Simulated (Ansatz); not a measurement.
Geometry optimisation, UHF/def2-SVP in Ansatz.

Input:

```yaml
crystal:
  periodic: [false, false, false]
  atoms:
    - { symbol: Si, position_ang: [0.0, 0.0, 0.0] }
    - { symbol: H, position_ang: [0.0, 0.0, 1.71] }
    - { symbol: H, position_ang: [1.3768, 0.0, -0.4862] }
    - { symbol: "N", position_ang: [-0.8572, 1.4851, -0.6061] }
    - { symbol: H, position_ang: [-1.8773, 1.43, -0.8888] }
    - { symbol: H, position_ang: [-0.3367, 2.4058, -0.6766] }
    - { symbol: "N", position_ang: [-0.8572, -1.4851, -0.6061] }
    - { symbol: H, position_ang: [-1.3922, -2.1014, 0.0704] }
    - { symbol: H, position_ang: [-0.8219, -1.7344, -1.6357] }
    - { symbol: H, position_ang: [0.0, 0.0, 2.67] }
magnetization:
  spin_polarized: true
  initial_magnetization: 1
basis:
  gaussian: { orbitals: def2-SVP }
hamiltonian:
  xc: hf
relax:
  f_tol: 0.15
  max_steps: 25
  restrain:
    - { distance: [1, 9], at: 0.66, k: 30.0 }
    - { distance: [0, 1], at: 2.66, k: 30.0 }
output:
  orbitals: {}
```

Run as:

```bash
$ ansatz run input.yaml --threads 2 --pin off --max-ram 3072MiB --backend cpu --events-out ev --progress --plain --runs-dir out
```

**Question.** Where does it end, and by what steps?

**Answer.** The forces met the threshold. The restraints hold the end off the free minimum. After 18 steps the energy has fallen by 1.435 eV (the restraints' own energy left out); H2 moved furthest, 0.87 Å. Joined: H2–H10 (0.96 → 0.71 Å).

| step | energy less start (eV) | largest force component (eV/Å) | accepted |
| --- | --- | --- | --- |
| 0 | 0.0000 | 2.778 | yes |
| 1 | -0.4947 | 2.078 | yes |
| 2 | -0.3273 | 6.536 | yes |
| 3 | -0.9213 | 2.404 | yes |
| 4 | -1.3202 | 2.069 | yes |
| 5 | -1.3758 | 0.794 | no |
| 6 | -1.3642 | 1.776 | yes |
| 7 | -1.4009 | 0.708 | no |
| 8 | -1.3843 | 1.502 | yes |
| 9 | -1.3912 | 1.493 | yes |
| 10 | -1.3957 | 1.614 | yes |
| 11 | -1.4052 | 1.621 | yes |
| 12 | -1.4302 | 0.842 | no |
| 13 | -1.4133 | 1.611 | yes |
| 14 | -1.4263 | 1.330 | yes |
| 15 | -1.4276 | 1.471 | yes |
| 16 | -1.4376 | 1.239 | yes |
| 17 | -1.4318 | 1.486 | yes |
| 18 | -1.4352 | 1.445 | yes |

```xyz
10
Properties=species:S:1:pos:R:3
Si -0.404 0.084 -0.052
H 0.203 -0.121 2.543
H 1.078 0.192 0.094
N -0.864 1.384 -1.092
H -1.825 1.547 -1.325
H -0.333 2.233 -1.116
N -1.026 -1.367 -0.740
H -1.154 -2.205 -0.210
H -0.964 -1.545 -1.725
H 0.522 -0.202 3.175
```

Run time: 13 s on 2 threads of Arm Neoverse V2, on a shared host, peak memory 0.16 GiB.
